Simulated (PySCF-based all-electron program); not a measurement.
Values are calculated unless marked as measured or tabulated.
# Forces on BPH₄, singlet in several shapes

Method: all-electron DFT (in-house code on PySCF), basis-limit composite values; the spin-free Dirac equation, no spin–orbit coupling, spin-restricted. Forces are good to about 0.006 eV/Å. Atoms are numbered as listed.

Shape A:

| atom | x (Å) | y (Å) | z (Å) |
| --- | --- | --- | --- |
| B | 0.0000 | 0.0000 | 0.0000 |
| P | 0.0000 | 0.0000 | 1.8530 |
| H | -0.0987 | 1.0439 | -0.5836 |
| H | -0.0987 | -1.0439 | -0.5836 |
| H | 0.8024 | 1.0964 | 2.2658 |
| H | 0.8024 | -1.0964 | 2.2658 |

PBE forces:

```json
{"atom": "B1", "Fx": "-0.006", "Fy": "0.000", "Fz (eV/Å)": "0.006"}
{"atom": "P2", "Fx": "0.042", "Fy": "0.000", "Fz (eV/Å)": "-0.027"}
{"atom": "H3", "Fx": "0.005", "Fy": "-0.044", "Fz (eV/Å)": "0.026"}
{"atom": "H4", "Fx": "0.005", "Fy": "0.044", "Fz (eV/Å)": "0.026"}
{"atom": "H5", "Fx": "-0.022", "Fy": "-0.039", "Fz (eV/Å)": "-0.016"}
{"atom": "H6", "Fx": "-0.022", "Fy": "0.039", "Fz (eV/Å)": "-0.016"}
```

Q: What forces does PBE0 give in shape A?

A: The forces move by 0.186 eV/Å (r.m.s. over the atoms) from PBE.

| atom | Fx | Fy | Fz (eV/Å) |
| --- | --- | --- | --- |
| B1 | -0.036 | 0.000 | -0.070 |
| P2 | 0.245 | 0.000 | 0.098 |
| H3 | 0.029 | -0.176 | 0.090 |
| H4 | 0.029 | 0.176 | 0.090 |
| H5 | -0.134 | -0.211 | -0.105 |
| H6 | -0.134 | 0.211 | -0.105 |

Shape B:

| atom | x (Å) | y (Å) | z (Å) |
| --- | --- | --- | --- |
| B | 0.0000 | 0.0000 | 0.0000 |
| P | 0.0000 | 0.0000 | 2.0383 |
| H | -0.0987 | 1.0439 | -0.5836 |
| H | -0.0987 | -1.0439 | -0.5836 |
| H | 0.8024 | 1.0964 | 2.4511 |
| H | 0.8024 | -1.0964 | 2.4511 |

Against shape A, B1–P2 goes from 1.853 to 2.038 Å.

Q: What forces does PBE give in shape B?

A: 

| atom | Fx | Fy | Fz (eV/Å) |
| --- | --- | --- | --- |
| B1 | 0.118 | 0.000 | 1.974 |
| P2 | -0.366 | 0.000 | -2.002 |
| H3 | 0.018 | -0.014 | 0.151 |
| H4 | 0.018 | 0.014 | 0.151 |
| H5 | 0.106 | -0.061 | -0.137 |
| H6 | 0.106 | 0.061 | -0.137 |

Shape C:

| atom | x (Å) | y (Å) | z (Å) |
| --- | --- | --- | --- |
| B | 0.0000 | 0.0000 | 0.0000 |
| P | 0.0000 | 0.0000 | 1.6677 |
| H | -0.0987 | 1.0439 | -0.5836 |
| H | -0.0987 | -1.0439 | -0.5836 |
| H | 0.8024 | 1.0964 | 2.0805 |
| H | 0.8024 | -1.0964 | 2.0805 |

Against shape A, B1–P2 goes from 1.853 to 1.668 Å.

Q: What forces does PBE give in shape C?

A: 

```tsv
atom	Fx	Fy	Fz (eV/Å)
B1	-0.203	0.000	-4.921
P2	0.542	0.000	4.789
H3	-0.019	-0.084	-0.107
H4	-0.019	0.084	-0.107
H5	-0.150	0.003	0.174
H6	-0.150	-0.003	0.174
```

Q: What forces does HSE06 give in shape C?

A: The forces move by 0.214 eV/Å (r.m.s. over the atoms) from PBE.

```json
{"atom": "B1", "Fx": "-0.232", "Fy": "0.000", "Fz (eV/Å)": "-5.101"}
{"atom": "P2", "Fx": "0.776", "Fy": "0.000", "Fz (eV/Å)": "4.996"}
{"atom": "H3", "Fx": "0.002", "Fy": "-0.213", "Fz (eV/Å)": "-0.038"}
{"atom": "H4", "Fx": "0.002", "Fy": "0.213", "Fz (eV/Å)": "-0.038"}
{"atom": "H5", "Fx": "-0.274", "Fy": "-0.166", "Fz (eV/Å)": "0.091"}
{"atom": "H6", "Fx": "-0.274", "Fy": "0.166", "Fz (eV/Å)": "0.091"}
```
